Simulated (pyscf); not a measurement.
This saddle point was located with ωB97X-D3(BJ)/def2-SVP in PySCF.

```
Al
C 1 1.9440
H 2 1.1022 1 112.77
H 2 1.1032 3 108.08 1 123.30
H 2 1.1041 3 107.62 4 114.59
C 1 1.9478 2 125.87 3 -7.83
H 6 1.0844 1 116.85 2 -179.29
H 6 1.0845 7 125.66 1 -180.00
H 8 1.5863 6 75.68 7 28.74
H 9 0.9991 8 94.89 6 -109.96
H 10 0.9988 9 95.57 8 37.78
Cl 1 2.1158 2 117.89 3 172.55
```
Charge 0, spin multiplicity 1.

Surface: singlet, charge 0. Lowest wavenumbers (cm⁻¹): 2177i, 27, 114, 147, 155.

Problem. Which two sides does it connect, and which bonds change?

Solution. H₃C–Al(CH₃)–Cl + hydrogen (H₂) <-> H₃C–Al(CH₃)–Cl + hydrogen (H₂), a four-centre exchange read from left to right: C–H, H–H broken and C–H, H–H formed. At ωB97M-D3(BJ)/def2-TZVP it lies +4.95 eV from the left side and +4.95 eV from the right (each side as separated species at their lowest minima found). From the product side, CH₃• + [H₃C–Al–Cl]• + H₂ lies, by one bond made or cut, 1.14 eV under this saddle at ωB97M-D3(BJ)/def2-TZVP. The same reactants have a lower exit, to CH₃• + [H₃C–Al–Cl]• + H₂ (no saddle counted: cutting one bond costs +3.80 eV at ωB97M-D3(BJ)/def2-TZVP, against +4.95 eV here). This is the saddle that the search found; another between the same sides may lie lower.
